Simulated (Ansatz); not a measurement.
## LiF: pressure series

Take LiF in the rock salt structure (space group Fm-3m, No. 225) as the base.

```xyz
2
Lattice="0.0000 2.0339 2.0339 2.0339 0.0000 2.0339 2.0339 2.0339 0.0000" Properties=species:S:1:pos:R:3 pbc="T T T"
F      0.0000     0.0000     0.0000
Li     2.0339     2.0339     2.0339
```

Cell and atoms are relaxed at each pressure.

Computed with Ansatz (an electronic-structure program), PBE, PAW, cutoff 420 eV, scalar-relativistic without spin-orbit coupling.

| pressure (GPa) | volume per atom (Å³/atom) |
|---|---|
| -2 | 8.686 |
| -1 | 8.545 |
| 0 | 8.414 |
| 0.9 | 8.307 |
| 2.1 | 8.173 |
| 4.5 | ? |
| 15 | 7.171 |
| 22.5 | 6.791 |
| 30 | 6.489 |

Q: Fit the third-order Birch–Murnaghan form P(V) = (3B₀/2)[(V₀/V)^(7/3) − (V₀/V)^(5/3)]·[1 + (3/4)(B₀′ − 4)((V₀/V)^(2/3) − 1)] (squares taken in P) to the rows shown and predict the withheld row.

A: Least squares on the printed values gives V₀ = 8.415 Å³/atom, B₀ = 67.3 GPa, B₀′ = 4.1; this predicts 7.932 Å³/atom, and the run gives 7.932 Å³/atom, in agreement.

Measured bulk modulus of LiF: 76.3 GPa (static lattice; corrected from measurement; as listed in Daniel Mejia-Rodriguez, S. B. Trickey, Phys. Rev. B (2018)); the computed value is 12 % below it.

Load acts through the strain it causes; cell and atoms are relaxed under it. No phonon test of stability was made. Competing high-pressure phases were not computed.
